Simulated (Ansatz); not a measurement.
`[MgH][SH]` + `[OH]`• → `[Mg][SH]`• + H₂O  (hydrogen abstraction from a Mg–H bond)

Isolated molecules relaxed with PBE0-D4/def2-TZVP in Ansatz; ΔE leaves out vibrations. CCSD(T)/CBS is the MP2 limit (def2-TZVPP, def2-QZVPP) plus CCSD(T) − MP2 in def2-TZVPP, frozen cores. This one scheme is used for every species. Functionals use def2-TZVPP. No spin–orbit coupling; open shells (•) take unrestricted orbitals. For Mg outer-core shells are correlated without core-valence functions, which leaves a few kJ/mol of doubt a bond.

| level | ΔE (kcal/mol) |
| --- | --- |
| r2SCAN-D4 | -52.7 |
| ωB97X-V | -49.6 |
| BLYP | -52.5 |
| r2SCAN | -52.7 |

(1) What does CCSD(T)/CBS give? (Estimate.)

(2) What do rigid-rotor, harmonic-oscillator terms from PBE0-D4/def2-TZVP frequencies (298.15 K, 1 bar) make of the CCSD(T)/CBS value? (Best estimate.)

Largest T1 diagnostic among the species: 0.011.

## Answers

(1) Computed: -51.9 kcal/mol. The listed levels differ from it by -0.8, 2.3, -0.6, -0.8 kcal/mol.

(2) Computed: ΔZPE = +4.8 kcal/mol, ΔH = -47.3 kcal/mol, ΔS = -1 J/(mol·K), ΔG = -47.2 kcal/mol. Open shells count their whole term as degenerate.

In def2-TZVPP, CCSD(T) changes the Hartree–Fock value by −15.6 kcal/mol (the triples alone add −1.6 kcal/mol) and MP2 by −23.4 kcal/mol. From PBE to PBE0 (25 % exact exchange), in def2-TZVPP and without D4, ΔE moves by +3.0 kcal/mol.
